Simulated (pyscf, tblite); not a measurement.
methylamine (H₃C–NH₂) + H atom (H•) → methyl (CH₃•) + ammonia (NH₃): energy along the mass-weighted descent from the GFN2-xTB with spin polarisation saddle (tblite), relative to the relaxed reactant side, a complex of the molecules.

```
s (amu^1/2 bohr) | E (kcal/mol)
    -2.71 | # 0.7
    -2.59 | # 0.8
    -2.46 | # 1.0
    -1.80 | #### 4.9
   -0.840 | ################### 21.9
    0.120 | ############################## 35.2
     1.08 | ################# 20.0
     2.04 | ############ 14.6
     3.00 | ########### 13.3
     3.55 | ########## 12.1
     3.76 | ########## 11.6
     3.96 | ########## 11.3
     4.17 | ######### 11.0
     4.35 | ######### 10.7
     4.49 | ######### 10.5
     4.63 | ######### 10.4
     4.77 | ######### 10.3
     4.90 | ######### 10.2
     4.99 | ######### 10.1
     5.10 | ######### 10.0
     5.20 | ######## 9.9
```

Problem. The GFN2-xTB with spin polarisation barrier from the reactant side is 149.4 kJ/mol. What does ωB97X-D3(BJ) (PySCF) give from its own reactant-side minimum, in def2-SVP and in def2-TZVP?

Solution. 107.2 kJ/mol in the double-zeta basis after reoptimising the saddle, and 95.8 kJ/mol in the triple-zeta single point, so the tight-binding barrier lies 53.6 kJ/mol over the latter. The imaginary mode goes from 1725i to 1637i cm⁻¹.
